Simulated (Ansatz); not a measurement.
Ansatz (a first-principles code) input (B3LYP/LANL2DZ): The .json file is the Basis Set Exchange's LANL2DZ.

Ansatz 0.2 input:
```yaml
crystal:
  periodic: [false, false, false]
  atoms:
    - {symbol: C, position_ang: [-0.01425270, 0.12435824, 1.95470681]}
    - {symbol: C, position_ang: [-0.00757315, -0.19118066, 0.64278123]}
    - {symbol: C, position_ang: [-0.00245344, -0.56690684, -0.56877122]}
    - {symbol: C, position_ang: [0.01816492, 0.29533709, -1.79293461]}
    - {symbol: H, position_ang: [-0.94020781, 0.24704578, 2.51109267]}
    - {symbol: H, position_ang: [0.90535390, 0.22409239, 2.52600983]}
    - {symbol: H, position_ang: [0.03014765, 1.38655717, -1.59635947]}
    - {symbol: H, position_ang: [0.89256220, 0.07548540, -2.42067109]}
    - {symbol: H, position_ang: [-0.85116970, 0.09717232, -2.43476519]}
basis:
  gaussian:
    orbitals: LANL2DZ.json
hamiltonian:
  xc: {name: B3LYP}
total_charge: -1
relax: {f_tol: 0.003, max_steps: 120}
```

Output:

```
WARN ansatz: RAYON_NUM_THREADS=1 ignored (pool sized by the plan → 1); use --threads N
Functional definition: B3LYP
integrals: 0.01 GiB planned
663 factors; integrals over basis functions are off by at most 3.4e-4 eV
mean field: 0.13 GiB planned
mean field evaluation 1: about -4222.3836 eV, gradient 3.4e1 eV
mean field evaluation 2: about -4221.5644 eV, gradient 3.9e1 eV
mean field evaluation 4: about -4226.1085 eV, gradient 3.2e0 eV
mean field evaluation 8: about -4226.1304 eV, gradient 1.1e-1 eV
mean field evaluation 16: about -4226.1304 eV, gradient 2.9e-5 eV
mean field -4226.13044445 eV, -155.3074292593 hartree, gradient 2.9e-5 eV, S^2 0.000000; 0 other end points of the search recorded, 0 dependent functions left out
the calculation of the forces begins
reference -4226.13066829 eV, -155.3074374853 hartree; 15, 15 occupied and 31, 31 virtual orbitals, 663 factors
relax step   1: F+E_penalty+E_count = -4226.13044445 eV  Δ(F+E_penalty+E_count) = +0.000e0 eV  max|allowed force component| = 1.345e0 eV/Å  Δτ_max = 0.0000 Å  (27 SCF iters, accepted)
these checks for a lower state are left out or cut short: starts, cluster_reference, orbital_swaps, neighbouring_geometries, increment
integrals: 0.01 GiB planned
663 factors; integrals over basis functions are off by at most 3.3e-4 eV
mean field: 0.13 GiB planned
mean field -4226.18048424 eV, -155.3092681877 hartree, gradient 8.0e-5 eV, S^2 0.000000; 0 other end points of the search recorded, 0 dependent functions left out
the calculation of the forces begins
reference -4226.18070990 eV, -155.3092764806 hartree; 15, 15 occupied and 31, 31 virtual orbitals, 663 factors
relax step   2: F+E_penalty+E_count = -4226.18048424 eV  Δ(F+E_penalty+E_count) = -5.004e-2 eV  max|allowed force component| = 3.603e-1 eV/Å  Δτ_max = 0.0751 Å  (26 SCF iters, accepted)
these checks for a lower state are left out or cut short: starts, cluster_reference, orbital_swaps, neighbouring_geometries, increment
integrals: 0.01 GiB planned
663 factors; integrals over basis functions are off by at most 3.3e-4 eV
mean field: 0.13 GiB planned
mean field -4226.14556641 eV, -155.3079849812 hartree, gradient 6.8e-6 eV, S^2 0.000000; 0 other end points of the search recorded, 0 dependent functions left out
the calculation of the forces begins
reference -4226.14578423 eV, -155.3079929860 hartree; 15, 15 occupied and 31, 31 virtual orbitals, 663 factors
relax step   3: F+E_penalty+E_count = -4226.14556641 eV  Δ(F+E_penalty+E_count) = +3.492e-2 eV  max|allowed force component| = 9.068e-1 eV/Å  Δτ_max = 0.1245 Å  (30 SCF iters, rejected (line search))
these checks for a lower state are left out or cut short: starts, cluster_reference, orbital_swaps, neighbouring_geometries, increment
integrals: 0.01 GiB planned
663 factors; integrals over basis functions are off by at most 3.4e-4 eV
mean field: 0.13 GiB planned
mean field evaluation 32: about -4226.1987 eV, gradient 2.1e-2 eV
mean field -4226.19311841 eV, -155.3097324849 hartree, gradient 7.5e-5 eV, S^2 0.000000; 0 other end points of the search recorded, 0 dependent functions left out
the calculation of the forces begins
reference -4226.19334443 eV, -155.3097407910 hartree; 15, 15 occupied and 31, 31 virtual orbitals, 663 factors
relax step   4: F+E_penalty+E_count = -4226.19311841 eV  Δ(F+E_penalty+E_count) = -1.263e-2 eV  max|allowed force component| = 1.657e-1 eV/Å  Δτ_max = 0.0622 Å  (25 SCF iters, accepted)
these checks for a lower state are left out or cut short: starts, cluster_reference, orbital_swaps, neighbouring_geometries, increment
integrals: 0.01 GiB planned
663 factors; integrals over basis functions are off by at most 3.4e-4 eV
mean field: 0.13 GiB planned
mean field -4226.19357882 eV, -155.3097494047 hartree, gradient 9.0e-5 eV, S^2 0.000000; 0 other end points of the search recorded, 0 dependent functions left out
the calculation of the forces begins
reference -4226.19380488 eV, -155.3097577124 hartree; 15, 15 occupied and 31, 31 virtual orbitals, 663 factors
relax step   5: F+E_penalty+E_count = -4226.19357882 eV  Δ(F+E_penalty+E_count) = -4.604e-4 eV  max|allowed force component| = 2.126e-1 eV/Å  Δτ_max = 0.0486 Å  (25 SCF iters, accepted)
these checks for a lower state are left out or cut short: starts, cluster_reference, orbital_swaps, neighbouring_geometries, increment
integrals: 0.01 GiB planned
663 factors; integrals over basis functions are off by at most 3.5e-4 eV
mean field: 0.13 GiB planned
mean field -4226.19524240 eV, -155.3098105403 hartree, gradient 6.9e-5 eV, S^2 0.000000; 0 other end points of the search recorded, 0 dependent functions left out
the calculation of the forces begins
reference -4226.19546755 eV, -155.3098188142 hartree; 15, 15 occupied and 31, 31 virtual orbitals, 663 factors
relax step   6: F+E_penalty+E_count = -4226.19524240 eV  Δ(F+E_penalty+E_count) = -1.664e-3 eV  max|allowed force component| = 5.035e-2 eV/Å  Δτ_max = 0.0185 Å  (26 SCF iters, accepted)
these checks for a lower state are left out or cut short: starts, cluster_reference, orbital_swaps, neighbouring_geometries, increment
integrals: 0.01 GiB planned
663 factors; integrals over basis functions are off by at most 3.4e-4 eV
mean field: 0.13 GiB planned
mean field -4226.19486374 eV, -155.3097966248 hartree, gradient 7.2e-5 eV, S^2 0.000000; 0 other end points of the search recorded, 0 dependent functions left out
the calculation of the forces begins
reference -4226.19508907 eV, -155.3098049052 hartree; 15, 15 occupied and 31, 31 virtual orbitals, 663 factors
relax step   7: F+E_penalty+E_count = -4226.19486374 eV  Δ(F+E_penalty+E_count) = +3.787e-4 eV  max|allowed force component| = 9.042e-2 eV/Å  Δτ_max = 0.0119 Å  (28 SCF iters, rejected (line search))
these checks for a lower state are left out or cut short: starts, cluster_reference, orbital_swaps, neighbouring_geometries, increment
integrals: 0.01 GiB planned
663 factors; integrals over basis functions are off by at most 3.4e-4 eV
mean field: 0.13 GiB planned
mean field -4226.19538179 eV, -155.3098156627 hartree, gradient 1.9e-5 eV, S^2 0.000000; 0 other end points of the search recorded, 0 dependent functions left out
the calculation of the forces begins
reference -4226.19560703 eV, -155.3098239402 hartree; 15, 15 occupied and 31, 31 virtual orbitals, 663 factors
relax step   8: F+E_penalty+E_count = -4226.19538179 eV  Δ(F+E_penalty+E_count) = -1.394e-4 eV  max|allowed force component| = 1.415e-2 eV/Å  Δτ_max = 0.0055 Å  (23 SCF iters, accepted)
these checks for a lower state are left out or cut short: starts, cluster_reference, orbital_swaps, neighbouring_geometries, increment
integrals: 0.01 GiB planned
663 factors; integrals over basis functions are off by at most 3.4e-4 eV
mean field: 0.13 GiB planned
mean field evaluation 64: about -4226.1954 eV, gradient 8.7e-6 eV
mean field -4226.19538600 eV, -155.3098158173 hartree, gradient 1.4e-5 eV, S^2 0.000000; 0 other end points of the search recorded, 0 dependent functions left out
the calculation of the forces begins
reference -4226.19561125 eV, -155.3098240953 hartree; 15, 15 occupied and 31, 31 virtual orbitals, 663 factors
relax step   9: F+E_penalty+E_count = -4226.19538600 eV  Δ(F+E_penalty+E_count) = -4.209e-6 eV  max|allowed force component| = 3.059e-3 eV/Å  Δτ_max = 0.0008 Å  (19 SCF iters, accepted)
these checks for a lower state are left out or cut short: starts, cluster_reference, orbital_swaps, neighbouring_geometries, increment
integrals: 0.01 GiB planned
663 factors; integrals over basis functions are off by at most 3.4e-4 eV
mean field: 0.13 GiB planned
mean field -4226.19538615 eV, -155.3098158229 hartree, gradient 2.0e-5 eV, S^2 0.000000; 0 other end points of the search recorded, 0 dependent functions left out
the calculation of the forces begins
reference -4226.19561141 eV, -155.3098241010 hartree; 15, 15 occupied and 31, 31 virtual orbitals, 663 factors
relax step  10: F+E_penalty+E_count = -4226.19538615 eV  Δ(F+E_penalty+E_count) = -1.526e-7 eV  max|allowed force component| = 2.258e-4 eV/Å  Δτ_max = 0.0001 Å  (18 SCF iters, accepted)
integrals: 0.01 GiB planned
663 factors; integrals over basis functions are off by at most 3.4e-4 eV
mean field: 0.13 GiB planned
mean field -4226.19538615 eV, -155.3098158229 hartree, gradient 2.0e-5 eV, S^2 0.000000; 1 other end points of the search recorded, 0 dependent functions left out
the calculation of the forces begins
reference -4226.19561141 eV, -155.3098241010 hartree; 15, 15 occupied and 31, 31 virtual orbitals, 663 factors
Total energy: -4226.19561141 eV, -155.3098241010 hartree
Atom 0 at    -0.015031     0.108785     2.027077 Å, force    -0.000000     0.000004     0.000065 eV/Å
Atom 1 at    -0.007371    -0.153556     0.675654 Å, force     0.000000     0.000180     0.000226 eV/Å
Atom 2 at    -0.001683    -0.504307    -0.567719 Å, force     0.000001    -0.000017    -0.000096 eV/Å
Atom 3 at     0.018776     0.308170    -1.848836 Å, force    -0.000002    -0.000096     0.000072 eV/Å
Atom 4 at    -0.947470     0.211947     2.586216 Å, force     0.000201    -0.000039    -0.000149 eV/Å
Atom 5 at     0.910526     0.188839     2.601234 Å, force    -0.000199    -0.000034    -0.000152 eV/Å
Atom 6 at     0.031451     1.413054    -1.716849 Å, force    -0.000001     0.000011     0.000102 eV/Å
Atom 7 at     0.901679     0.048557    -2.460723 Å, force     0.000082    -0.000005    -0.000034 eV/Å
Atom 8 at    -0.860305     0.070471    -2.474965 Å, force    -0.000082    -0.000003    -0.000035 eV/Å
Dipole moment:     0.009977     0.465561    -0.518042 e Å
```

The dipole moment of an ion depends on the origin.
